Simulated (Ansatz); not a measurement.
Geometry optimisation, Ansatz, UKS PBE0-D4/6-31G*.

Input file:

```yaml
crystal:
  periodic: [false, false, false]
  atoms:
    - { symbol: H, position_ang: [-1.331046, 0.864932, 1.150054] }
    - { symbol: Si, position_ang: [0.643318, -0.404943, -0.234939] }
    - { symbol: Cl, position_ang: [-0.150042, 0.02466, -2.092782] }
    - { symbol: H, position_ang: [-1.87339, 1.210999, 1.414021] }
    - { symbol: H, position_ang: [2.007753, 0.190949, -0.156395] }
    - { symbol: H, position_ang: [0.703406, -1.886597, -0.079959] }
magnetization:
  spin_polarized: true
  initial_magnetization: 1
basis:
  gaussian: { orbitals: "6-31G*" }
hamiltonian:
  xc: pbe0
  dispersion: d4
relax:
  f_tol: 0.03
  max_steps: 50
```

Run as:

```bash
$ ansatz run input.yaml --threads 1 --pin off --max-ram 2048MiB --backend cpu --events-out ev --progress --plain --runs-dir out
```

Task: Where does it end, and by what steps?

Result: The run converged. The force dipped under the threshold on the way, but the program's further checks kept it going. After 4 steps the energy has fallen by 0.090 eV; H4 moved furthest, 0.49 Å.

```
step  energy less start (eV)  largest force component (eV/Å)  accepted
   0                  0.0000                           1.757       yes
   1                 -0.0782                           0.138       yes
   2                 -0.0873                           0.078       yes
   3                 -0.0892                           0.008       yes
   4                 -0.0897                           0.008       yes
```

```xyz
6
Properties=species:S:1:pos:R:3
H -1.632 1.063 1.418
Si 0.816 -0.516 -0.360
Cl -0.007 -0.068 -2.200
H -2.231 1.439 1.650
H 2.180 0.080 -0.293
H 0.875 -1.998 -0.215
```

Whether the end is a true minimum wasn't checked by a vibrational analysis.

Run time: 6.3 s on 1 thread of Intel(R) Xeon(R) 6975P-C (Granite Rapids) (shared host), peak memory 0.14 GiB.
